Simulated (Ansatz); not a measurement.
Results of r²SCAN (plane waves, PAW; Ansatz, a quantum-chemistry and plane-wave program) for cubic perovskite SrTiO3 (cubic form, which distorts at low temperature).

Settings: plane-wave cutoff 600 eV, 6×6×6 k mesh, no spin polarisation, scalar-relativistic PAW data made under PBE.

Computed at the level's own relaxed cell.

Hill averages of the elastic tensor: K = 189.1 GPa, G = 122.1 GPa. Volume 11.928 Å³/atom, mean atomic mass 36.697 u.

**Question.** Work out the density, the sound velocities of a polycrystal and the elastic Debye temperature at this level.

**Answer.** ρ = 1.66054 × 36.697/11.928 = 5.109 g/cm³. v_l = √[(K + 4G/3)/ρ] = 8.299 km/s and v_t = √(G/ρ) = 4.889 km/s. The mean follows from 3/v_m³ = 1/v_l³ + 2/v_t³: v_m = 5.418 km/s. Θ_D = (ħ/k_B) v_m (6π²/V)^(1/3) = 76.38 K Å s/km × 5.418 × 1.7059 Å⁻¹ = 706 K, counting all atoms of the cell.

Note: the relaxation could not lower the start's symmetry, so the cell can be a saddle point above a distorted one.
